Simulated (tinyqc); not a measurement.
Worked calculation: Pariser-Parr-Pople SCF with singles CI, for the molecule c1cc[cH-]c1 (SMILES; centres numbered as the heavy atoms are written). Computed by tinyqc, a small Python program that keeps every step. Settings: charge = -1, gamma = Ohno, start = huckel, damping = 0, iteration cap = 56, excitations kept = 9. Command: `OMP_NUM_THREADS=1 python tinyqc.py 30912 30913 out.jsonl` (the two numbers bound the seeds that draw the settings). One thread of a shared host (Intel(R) Xeon(R) Processor @ 2.60GHz), about 0.01 s of CPU time with the checks. Later iterations appear only in the table of the cycle.

## PPP integrals

Centres (angstrom, eV; a flat drawing with bonds scaled to 1.40 angstrom):
```
centre,x,y,core charge z,W,gamma_rr
1C,1.1910,0.0000,1,10.6700,11.9700
2C,0.3680,1.1330,1,10.6700,11.9700
3C,-0.9630,0.7000,1,10.6700,11.9700
4C,-0.9630,-0.7000,1,10.6700,11.9700
5C,0.3680,-1.1330,1,10.6700,11.9700
```

Resonance integrals (eV):
```
i,j,beta
1,2,-2.3900
2,3,-2.3900
3,4,-2.3900
4,5,-2.3900
5,1,-2.3900
```

Ohno: gamma = 14.399645/sqrt(R^2 + a^2), a = 2 x 14.399645/(gamma_rr + gamma_ss); H_rr = -W_r - sum_(s != r) z_s gamma_rs; H_rs = beta for bonds.

repulsion gamma_rs (eV), lower triangle:
```
,1C,2C,3C,4C,5C
1C,11.9700
2C,7.7999,11.9700
3C,5.6149,7.8022,11.9700
4C,5.6149,5.6142,7.8011,11.9700
5C,7.7999,5.6128,5.6142,7.8022,11.9700
```

core matrix H (eV), lower triangle:
```
,1C,2C,3C,4C,5C
1C,-37.4997
2C,-2.3900,-37.4990
3C,0.0000,-2.3900,-37.5023
4C,0.0000,0.0000,-2.3900,-37.5023
5C,-2.3900,0.0000,0.0000,-2.3900,-37.4990
```

## Starting guess

pi electrons, sum of z_r less the charge = 6

Orbitals of the Hueckel matrix of the beta values.

P at the start, lower triangle:
```
,1C,2C,3C,4C,5C
1C,1.2000
2C,0.6472,1.2000
3C,-0.2472,0.6472,1.2000
4C,-0.2472,-0.2472,0.6472,1.2000
5C,0.6472,-0.2472,-0.2472,0.6472,1.2000
```

## Iteration 1: Fock matrix

F_rr = H_rr + P_rr gamma_rr / 2 + sum_(s != r) P_ss gamma_rs; F_rs = H_rs - P_rs gamma_rs / 2; E = tr P (H + F) / 2 + core repulsion sum_(r<s) z_r z_s gamma_rs.

F (eV), lower triangle:
```
,1C,2C,3C,4C,5C
1C,1.8779
2C,-4.9141,1.8778
3C,0.6940,-4.9148,1.8785
4C,0.6940,0.6939,-4.9145,1.8785
5C,-4.9141,0.6938,0.6939,-4.9148,1.8778
```

pi energy = -64.2865 eV

## Iteration 1: orbitals and new P

Diagonalise F (the basis is taken as orthonormal) and form P = 2 sum c c over the lowest orbitals.

orbital energies (eV): -6.5630  -2.2824  -2.2818  10.2582  10.2593

P after iteration 1, lower triangle:
```
,1C,2C,3C,4C,5C
1C,1.2000
2C,0.6472,1.2000
3C,-0.2472,0.6472,1.2000
4C,-0.2472,-0.2472,0.6472,1.2000
5C,0.6472,-0.2472,-0.2472,0.6472,1.2000
```

## Iteration 2: Fock matrix

As before.

F (eV), lower triangle:
```
,1C,2C,3C,4C,5C
1C,1.8780
2C,-4.9140,1.8778
3C,0.6941,-4.9149,1.8784
4C,0.6941,0.6939,-4.9144,1.8784
5C,-4.9140,0.6938,0.6939,-4.9149,1.8778
```

pi energy = -64.2865 eV

## Iteration 2: orbitals and new P

As before.

orbital energies (eV): -6.5630  -2.2824  -2.2817  10.2583  10.2593

P after iteration 2, lower triangle:
```
,1C,2C,3C,4C,5C
1C,1.2000
2C,0.6472,1.2000
3C,-0.2473,0.6473,1.2000
4C,-0.2473,-0.2472,0.6472,1.2000
5C,0.6472,-0.2472,-0.2472,0.6473,1.2000
```

## Convergence

Stop when output and input P, before any damping, agree to 1e-7.

Course of the cycle:
```
iteration,E (eV),largest |P(out) - P(in)|
1,-64.286511,3.36e-05
2,-64.286511,1.31e-05
3,-64.286511,7.48e-06
4,-64.286511,4.13e-06
5,-64.286511,2.27e-06
6,-64.286511,1.26e-06
7,-64.286511,7.28e-07
8,-64.286511,4.22e-07
9,-64.286511,2.42e-07
10,-64.286511,1.38e-07
11,-64.286511,7.83e-08
```

Converged in 11 iterations.

## Converged orbitals

Charges are z - P_rr.

orbital energies (eV): -6.5630  -2.2824  -2.2817  10.2583  10.2593

coefficients:
```
,MO1,MO2,MO3,MO4,MO5
1C,0.4472,0.0000,0.6325,0.6324,0.0000
2C,0.4472,0.6015,0.1954,-0.5117,-0.3718
3C,0.4472,0.3718,-0.5116,0.1955,0.6015
4C,0.4472,-0.3718,-0.5116,0.1955,-0.6015
5C,0.4472,-0.6015,0.1954,-0.5117,0.3718
```

pi charges: 1C -0.2000, 2C -0.2000, 3C -0.2000, 4C -0.2000, 5C -0.2000

## Singles CI, singlets

Over the 6 single excitations with the smallest orbital gaps: A = (e_a - e_i) delta + 2 (ia|jb) - (ij|ab), with (pq|rs) = sum c_mp c_mq gamma_mn c_nr c_ns. f = 2/3 w |mu|^2 in atomic units, mu = sqrt2 sum c_ia sum_m c_mi c_ma R_m.

singlet CI matrix (eV), lower triangle:
```
,3>4,2>4,3>5,2>5,1>4,1>5
3>4,6.8851
2>4,0.0000,6.8862
3>5,0.0000,0.9784,6.8858
2>5,-0.9776,0.0000,0.0000,6.8856
1>4,-0.2922,0.0000,0.0000,-0.2934,10.1886
1>5,0.0000,-0.2936,0.2933,0.0000,0.0000,10.1886
```

singlet excitation energies (eV): 5.8677  5.8681  7.8630  7.8643  10.2283  10.2285

oscillator strengths: 0.0000  0.0000  0.9754  0.9762  0.0000  0.0000

## Singles CI, triplets

Over the 6 single excitations with the smallest orbital gaps: A = (e_a - e_i) delta - (ij|ab), with (pq|rs) = sum c_mp c_mq gamma_mn c_nr c_ns.

triplet CI matrix (eV), lower triangle:
```
,3>4,2>4,3>5,2>5,1>4,1>5
3>4,4.7796
2>4,0.0000,4.7810
3>5,0.0000,0.0000,4.7809
2>5,0.0000,0.0000,0.0000,4.7814
1>4,-1.0893,0.0000,0.0000,-1.0904,9.0615
1>5,0.0000,-1.0904,1.0899,0.0000,0.0000,9.0618
```

triplet excitation energies (eV): 4.2834  4.2835  4.7805  4.7810  9.5586  9.5593
